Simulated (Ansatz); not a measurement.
Zinc-blende BeSe was calculated with Hartree–Fock in Ansatz (plane waves, PAW).

Run with plane-wave cutoff 460 eV, 8×8×8 k mesh, Fermi–Dirac smearing 0.01 eV, scalar-relativistic PAW data made under PBE.

Pressure at four volumes; x = ln(V/18.077 Å³). One pressure is withheld.

| V (Å³/atom) | x | P (GPa) |
|---|---|---|
| 16.948 | -0.0645 | ? |
| 17.209 | -0.0492 | 4.41 |
| 18.077 | 0.0000 | 0.16 |
| 19.020 | 0.0509 | -3.49 |

Pass a parabola P(x) through the three rows shown, estimate the bulk modulus and its pressure derivative near zero pressure, and predict the withheld pressure.

Slopes between the rows: (0.16 − (4.41))/(0.0000 − (-0.0492)) = -86.38 and (-3.49 − (0.16))/(0.0509 − (0.0000)) = -71.71 GPa. Their difference over the span 0.1001 is c = 14.67/0.1001 = 146.6 GPa, so P(x) = 4.41 + (-86.38)(x − (-0.0492)) + 146.6 (x − (-0.0492))(x − (0.0000)). At the middle row B = −dP/dx = −[-86.38 + 146.6 × 0.0492] = 79.2 GPa, and B′ = dB/dP = 2c/B = 3.7. At x = -0.0645 the parabola gives 5.88 GPa; the run gives 5.89 GPa. The Birch–Murnaghan fit to the energies at all volumes has B0 = 78.3 GPa and B′ = 3.7.

Measured, for comparison: bulk modulus 92.2 GPa (temperature not stated, not corrected to a static lattice; as tabulated in Inakpenu et al., APS March Meeting 2017, C27.9). Computed (rounded) less measured: bulk modulus -15 %.

Ansatz is a first-principles code.
